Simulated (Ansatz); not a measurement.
# C3H5F2 radical: one species, many methods

Aim: compute C3H5F2 radical with functionals from several rungs and with coupled cluster, and see how far each lands from CCSD(T) at the basis-set limit for the atomisation energy.

Computed with Ansatz 0.2.0, Gaussian basis. Level: functionals in def2-TZVPP, the program's frozen cores in correlated methods.

Levels to be run: LDA (SPW92), PBE-D4, revPBE-D4, BLYP-D4, r2SCAN-D4, B97M-V, PBE0-D4, B3LYP-D4, r2SCANh-D4, r2SCAN0-D4, HSE06-D4, BHLYP-D4, CAM-B3LYP-D4, LC-ωPBE, ωB97X-V, ωB97M-V, B2PLYP, PBE-QIDH; CCSD(T)/def2-SVP; CCSD(T)/def2-TZVPP; MP2/def2-QZVPP; extrapolation to the limit; RPA on PBE.

## 1. The relaxed structure

All runs share one geometry, relaxed beforehand with PBE0-D4 in a triple-zeta def2 set.

SMILES `F[CH]CCF`, 10 atoms, charge 0, spin multiplicity 2.

Atoms are counted from 1 here; the program's logs count them from 0.

Bond lengths: F1–C2 1.343 Å, C2–C3 1.475 Å, C2–H6 1.084 Å, C3–C4 1.520 Å, C3–H7 1.097 Å, C3–H8 1.093 Å, C4–F5 1.382 Å, C4–H9 1.093 Å, C4–H10 1.094 Å. Angles: F1–C2–C3 115.3°, F1–C2–H6 113.1°, C3–C2–H6 124.2°, C2–C3–C4 114.0°, C2–C3–H7 109.7°, C2–C3–H8 108.8°, C4–C3–H7 107.7°, C4–C3–H8 109.0°, H7–C3–H8 107.5°, C3–C4–F5 110.0°, C3–C4–H9 111.0°, C3–C4–H10 110.7°, F5–C4–H9 107.9°, F5–C4–H10 107.8°, H9–C4–H10 109.3°.

As a file:

```tsv
atom	x (Å)	y (Å)	z (Å)
F1	-1.8579	-0.4979	0.9832
C2	-0.5419	-0.4267	1.2405
C3	0.3386	-0.5738	0.0658
C4	0.2390	0.5714	-0.9293
F5	0.6840	1.7431	-0.3461
H6	-0.3101	0.1890	2.1016
H7	0.0915	-1.5006	-0.4670
H8	1.3734	-0.6586	0.4088
H9	-0.7956	0.7264	-1.2473
H10	0.8620	0.3765	-1.8072
```

## 2. LDA

This LDA is Slater exchange with PW92 correlation.

Contents of in.yaml:

```yaml
crystal:
  periodic: [false, false, false]
  atoms:
    - {symbol: F, position_ang: [-1.857863, -0.497887, 0.983204]}
    - {symbol: C, position_ang: [-0.541893, -0.426695, 1.240500]}
    - {symbol: C, position_ang: [0.338622, -0.573799, 0.065760]}
    - {symbol: C, position_ang: [0.239046, 0.571360, -0.929322]}
    - {symbol: F, position_ang: [0.684036, 1.743136, -0.346068]}
    - {symbol: H, position_ang: [-0.310107, 0.189030, 2.101619]}
    - {symbol: H, position_ang: [0.091516, -1.500599, -0.467015]}
    - {symbol: H, position_ang: [1.373377, -0.658580, 0.408801]}
    - {symbol: H, position_ang: [-0.795557, 0.726436, -1.247337]}
    - {symbol: H, position_ang: [0.862024, 0.376498, -1.807242]}
basis:
  gaussian: {orbitals: def2-TZVPP}
magnetization: {spin_polarized: true, initial_magnetization: 1}
hamiltonian: {xc: lda}
output: {orbitals: {seedname: orbitals}}
```

Started as:

```bash
$ ansatz run in.yaml --threads 4 --pin off --events-out ev --progress --plain --max-ram 10444MiB
```

The runs that follow: PBE-D4 (GGA); revPBE-D4 (GGA); BLYP-D4 (GGA); r2SCAN-D4 (meta-GGA); B97M-V (meta-GGA); B3LYP-D4 (hybrid); r2SCANh-D4 (hybrid); r2SCAN0-D4 (hybrid); HSE06-D4 (hybrid); BHLYP-D4 (hybrid); CAM-B3LYP-D4 (range-separated); LC-ωPBE (range-separated); ωB97X-V (range-separated); ωB97M-V (range-separated); B2PLYP (double hybrid); PBE-QIDH (double hybrid); CCSD(T) in def2-SVP; CCSD(T) in def2-TZVPP; MP2 in def2-QZVPP; RPA on PBE orbitals.

**Question.** What will the summary of the whole plan be? Wanted: atomisation energy, CCSD(T)/CBS; farthest beyond LDA; mean size of error, GGA; mean size of error, meta-GGA; mean size of error, hybrid; mean size of error, range-separated; mean size of error, double hybrid; gap, smallest and largest; T1 diagnostic.

The runs gave:

| quantity | value |
| --- | --- |
| atomisation energy, CCSD(T)/CBS | 39.672 eV |
| functionals within 0.198 eV (0.5 %) | BLYP-D4, B97M-V, B3LYP-D4, r2SCANh-D4, ωB97X-V, ωB97M-V, PBE-QIDH |
| farthest beyond LDA | PBE-D4 (+1.372 eV) |
| mean size of error, GGA | 0.590 eV |
| mean size of error, meta-GGA | 0.248 eV |
| mean size of error, hybrid | 0.454 eV |
| mean size of error, range-separated | 0.291 eV |
| mean size of error, double hybrid | 0.143 eV |
| gap, smallest and largest | 1.49 eV (LDA (SPW92)), 10.33 eV (LC-ωPBE) |
| T1 diagnostic | 0.0130 |
| triples share of the correlation energy | 3.2 % |

In words: LDA overbinds by 6.675 eV (17 %). PBE-D4 misses by +1.372 eV. Double hybrids carry the basis error of their MP2 part in triple zeta, and no dispersion term here, so their miss is partly the set-up's. By mean error the best rung here is double hybrid (0.143 eV) and the worst beyond LDA is GGA (0.590 eV). hybrid functionals lie within the reference's doubt of that worst mean (0.454 eV), so those two tie. The reference freezes the cores and leaves out relativity and excitations past (T), so misses under about 0.198 eV can't be ranked. Hartree-Fock recovers 73 % of the binding; the rest is correlation. CCSD(T) in def2-SVP is off by -1.684 eV, worse than the median functional, from the basis alone. Orbital gaps span 1.5 to 10.3 eV; exact exchange widens them.
